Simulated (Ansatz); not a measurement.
# C2H4S: the cost of one run

All numbers are computed with the Python package of Ansatz 0.2.0. Level of theory: B3LYP+D3(BJ)/def2-SVP.

### Step 1. Starting point

Bond lengths: C1–C2 1.280 Å, C2–S3 1.709 Å, C1–H4 1.030 Å, C1–H5 1.143 Å, C2–H6 1.103 Å, S3–H7 1.401 Å. Angles: C1–C2–S3 119.2°, C1–C2–H6 121.1°, S3–C2–H6 119.7°, C2–C1–H4 124.9°, C2–C1–H5 120.8°, H4–C1–H5 114.3°, C2–S3–H7 98.3°.

The script holds or builds the structure itself.

### Step 2. Script

relaxed_scan.py reads:

```python
"""Relaxed scan of one distance in C2H4S."""

import ansatz
import numpy as np

geometry_ang = [
    ("C", [-0.9138, 0.2803, -0.5067]),
    ("C", [0.2245, 0.1695, 0.0678]),
    ("S", [0.7292, -1.3638, 0.6291]),
    ("H", [-1.5722, -0.4953, -0.6649]),
    ("H", [-1.2795, 1.2923, -0.8913]),
    ("H", [0.8872, 1.042, 0.1938]),
    ("H", [1.9858, -0.9929, 1.1264]),
]
mol = ansatz.Crystal.molecule()
for symbol, xyz in geometry_ang:
    mol = mol.atom(symbol, xyz)

model = mol.calculation()
model = model.basis(gaussian="def2-SVP").functional("b3lyp", dispersion="d3bj")
symbols = [site.symbol for site in mol.cartesian_sites]
pairs = [(0, 1), (0, 3), (0, 4), (1, 2), (1, 5), (2, 6)]
print("held (A)   E (eV)        ", "  ".join(f"{symbols[i]}{i}-{symbols[j]}{j}" for i, j in pairs))
for length in [1.05, 1.14, 1.23, 1.37, 1.54]:
    report = model.relax(constraints=[ansatz.DistanceConstraint((0, 4), at=length)], force_tolerance=0.02, max_steps=60).run().report
    xyz = np.array(report["positions_ang"])
    print(f"{length:6.2f} {report['free_energy_ev']:14.5f}  ", "  ".join(f"{np.linalg.norm(xyz[i] - xyz[j]):.3f}" for i, j in pairs))
```

### Step 3. Launch

Command:

```bash
python relaxed_scan.py
```

**Question.** How long does this script take on 1 thread of Arm Neoverse V1, shared host, and how much memory does it need?

About 79 s, with a peak of 0.2 GiB.
